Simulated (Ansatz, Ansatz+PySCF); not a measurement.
```xyz
10

C    -0.0230   -0.0192   -2.0211
C    -0.0317   -0.0374   -0.6158
C     0.0389   -0.0067    0.6368
C    -0.0266    0.0378    2.0420
H    -0.0194   -0.9936   -2.4288
H    -0.8513    0.5025   -2.4300
H     0.8667    0.5322   -2.5018
H    -0.0128   -0.9928    2.4959
H     0.8546    0.4769    2.4613
H    -0.8962    0.5553    2.4871
```

RHF on singlet C4H6 was run in several spherical basis sets with Ansatz (development build ahead of 0.2.0).

Rank the basis sets by the total energy that they give, lowest first, with the distance from the lowest.
A. STO-3G
B. cc-pVDZ
C. def2-SVP
D. 6-31G(d)
E. def2-TZVP
F. 6-31G
G. cc-pVTZ

E (0.00 eV), G (0.07 eV), B (1.24 eV), D (1.63 eV), F (3.08 eV), C (4.58 eV), A (52.87 eV).

Totals follow the description of the cores as much as that of the bonds, so this order isn't one of quality for chemistry.
